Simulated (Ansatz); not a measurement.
**B–GaH–Cl⁺, doublet: the ladder up to UCCSDT(Q)**

Geometry: that of the B–GaH–Cl, triplet, kept fixed.

```xyz
4

B     0.0000   -1.3720    1.7116
Ga    0.0000    0.2888    0.5213
Cl    0.0000   -0.2003   -1.5744
H     0.0000    1.7813    0.9570
```

Basis cc-pVDZ; Ansatz 0.2.0. Only valence electrons are correlated (noble-gas cores and the filled d shells of p-block atoms frozen), which leaves 13 electrons in 44 orbitals. R marks a restricted (for open shells ROHF) determinant, U an unrestricted one. No spin–orbit coupling is included, and no scalar relativity.

Full CI isn't at hand for all of this; UCCSDT(Q) serves as the reference, and is uncertain by the last step of the cluster series or more.

The UHF ⟨S²⟩ is 0.758. The T1 diagnostic (RCCSD) is 0.0307 and the largest doubles amplitude (RCCSD) is 0.074. The T1 diagnostic (UCCSD) is 0.0256.

Question: From what is known of these methods and the diagnostics, rank them by the size of their error in total energy against UCCSDT(Q) in cc-pVDZ, smallest first (an estimate: the text doesn't fix the numbers).
A. UMP2
B. UHF
C. UCCSDT
D. UCCSD(T)
E. UCCSD

Answer: C (1.8 kJ/mol), D (5.3 kJ/mol), E (23.1 kJ/mol), A (125.4 kJ/mol), B (691.3 kJ/mol).

All errors are against UCCSDT(Q) in cc-pVDZ. Within each family the higher level lies nearer, as is usual though not guaranteed.
